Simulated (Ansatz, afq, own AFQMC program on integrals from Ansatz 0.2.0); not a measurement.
Two steps: Ansatz 0.2.0 writes the Fock matrix and Cholesky factors of the valence space, and afq projects on them the lowest state that overlaps trial and start.

```yaml
crystal:
  periodic: [false, false, false]
  atoms:
    - {symbol: Ge, position_ang: [-0.001989, 0.000001, 1.207499]}
    - {symbol: Ge, position_ang: [-0.001381, -0.000001, -1.281547]}
    - {symbol: H, position_ang: [1.500233, -0.000013, 1.588157]}
    - {symbol: H, position_ang: [-0.628647, 1.243483, 1.874144]}
    - {symbol: H, position_ang: [-0.628670, -1.243469, 1.874145]}
basis:
  gaussian: {orbitals: cc-pVDZ}
magnetization: {spin_polarized: true, initial_magnetization: 3}
correlation: {method: ccsd_t, electrons: outside_noble_gas, hamiltonian_folder: ham}
```

```sh
$ ansatz run in.yaml --threads 1 --pin off --events-out ev --progress --plain --max-ram 1843MiB
```

Options of the walk:

```
--method phaseless --trial cisd --walkers 60 --populations 1 --least-time 40 --time-step 0.005 --steps-per-block 50 --equilibration-blocks 28 --max-blocks 300 --target-error 0.0004 --factor-cut 1e-05 --start spin_pure --seed 2898 --release-times 0.24,0.5,1,1.5 --release-step 0.02 --release-every 4 --taylor-order 6
```

Times are imaginary, in 1/Eh. The walk had a cap of 1692 s. Filled inner d shells are frozen with the cores.

afq prints:

```
orbitals 41  electrons 7 4  factors 334 of 784
reference energy -4152.34822846 Eh
CCSD correlation -0.18095130 Eh in 11 cycles, weight of the determinant in the CISD state 0.8791
energy of the start -4152.529002 Eh
 block  time / (1/Eh)  mean weight  energy / Eh
     1     0.250  0.9993  -4152.526598
     2     0.500  1.0010  -4152.526749
     3     0.750  0.9996  -4152.528496
     4     1.000  1.0003  -4152.527820
     5     1.250  0.9986  -4152.528457
    10     2.500  0.9979  -4152.535955
    29     7.250  0.9999  -4152.535856
    49    12.250  0.9999  -4152.534543
    69    17.250  1.0002  -4152.530738
    89    22.250  1.0001  -4152.537267
   109    27.250  1.0015  -4152.535412
   117    29.250  1.0003  -4152.539471
   129    32.250  0.9994  -4152.531773
   149    37.250  0.9999  -4152.533372
   169    42.250  0.9983  -4152.534743
   185    46.250  1.0003  -4152.534990
blocks merged  error / Eh  count
     1  0.000171  160
     2  0.000220  80
     4  0.000283  40
     8  0.000338  20
    16  0.000401  10
released: time / (1/Eh)  energy / Eh  error  mean overlap
  0.24  -4152.535148  0.000405  1.0004
  0.50  -4152.535088  0.000329  1.0016
  1.00  -4152.535518  0.000296  0.9921
  1.50  -4152.534821  0.000420  1.0062
energy -4152.534927 +/- 0.000338 Eh
(rows thinned)
```

The run passed its tests (sampling time, drift between the halves within three errors, error under three times the target), which doesn't prove that it has relaxed.

Against this walk (error 9.2 meV) on the same determinant: CCSD(T) 30.2 meV higher. The error is statistical and leaves out the bias of the constraint. Released to 1.50 1/Eh the energy moves by 3 ± 15 meV (both errors), within twice the noise.

Cautions: constraint bias not in the error; no relativity below Rb; no spin-orbit coupling; inner d shell frozen; another spin lies lower (by 1.04 eV).

The walk took 5.7 min on 1 thread of Arm Neoverse V2 (shared host). The log's last line is the phaseless energy.

A walk keeps the symmetry of its determinant, which the program's search chose and which needn't be the lowest solution, so a lower state of the same spin and another symmetry isn't excluded.
